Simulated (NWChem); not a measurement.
Correlation energy of Cl2 (+1)

```
Cl
Cl 1 1.9598
```
Charge +1, spin multiplicity 2.

Program: NWChem. The geometry was optimised at UPBE/def2-SVP, a minimum by its harmonic frequencies.

Basis set: cc-pVDZ. Each correlation energy counts from its own Hartree-Fock reference.

The correlated methods keep 10 core orbitals frozen. The structure started from a generated list of species. The unpaired electrons of the parent sit in orbitals of symmetry b3g (D2h labels of the run); other states weren't searched. The stability of the SCF solutions was not checked. Open-shell Hartree-Fock references start from PBE0 orbitals. Coupled-cluster values serve here as a point of comparison, not as the truth.

Q: One of these methods gave a correlation energy of -270.0 mHa. Which?
(A) SCS-UMP2
(B) URI-MP2
(C) CCSD[T] on UHF
(D) CCSD on UHF

A: B, URI-MP2. The others give -260.7 (SCS-UMP2), -294.0 (CCSD on UHF), -303.9 (CCSD[T] on UHF).
